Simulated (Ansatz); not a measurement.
A run of Ansatz (development build ahead of 0.2.0) on doublet C₅H₄N at this shape:

```yaml
atoms:
  - { symbol: N, position_ang: [0.0000, 0.0000, 1.4247] }
  - { symbol: C, position_ang: [0.0000, 0.0000, -1.3862] }
  - { symbol: C, position_ang: [0.0000, 1.1443, 0.7203] }
  - { symbol: C, position_ang: [0.0000, -1.1443, 0.7203] }
  - { symbol: C, position_ang: [0.0000, -1.1964, -0.6729] }
  - { symbol: C, position_ang: [0.0000, 1.1964, -0.6729] }
  - { symbol: H, position_ang: [0.0000, 0.0000, -2.4731] }
  - { symbol: H, position_ang: [0.0000, -2.0607, 1.3075] }
  - { symbol: H, position_ang: [0.0000, -2.1553, -1.1831] }
  - { symbol: H, position_ang: [0.0000, 2.1553, -1.1831] }
```

Its results:

| Quantity | Value |
| --- | --- |
| Converged | yes |
| Total energy | -246.14204 hartree |
| Spin squared of the determinant | 1.398 |
| Stability test | minimum |

Task: Which input gives this output? Name the method, the orbitals and the basis set, and write the input.

Result: UHF in def2-TZVP.

```yaml
crystal:
  periodic: [false, false, false]
  atoms:
    - { symbol: "N", position_ang: [0.0, 0.0, 1.4247] }
    - { symbol: C, position_ang: [0.0, 0.0, -1.3862] }
    - { symbol: C, position_ang: [0.0, 1.1443, 0.7203] }
    - { symbol: C, position_ang: [0.0, -1.1443, 0.7203] }
    - { symbol: C, position_ang: [0.0, -1.1964, -0.6729] }
    - { symbol: C, position_ang: [0.0, 1.1964, -0.6729] }
    - { symbol: H, position_ang: [0.0, 0.0, -2.4731] }
    - { symbol: H, position_ang: [0.0, -2.0607, 1.3075] }
    - { symbol: H, position_ang: [0.0, -2.1553, -1.1831] }
    - { symbol: H, position_ang: [0.0, 2.1553, -1.1831] }
basis:
  gaussian: { orbitals: def2-TZVP }
magnetization:
  spin_polarized: true
  initial_magnetization: 1
hamiltonian:
  xc: hf
```

Caution: the unrestricted determinant is spin contaminated.
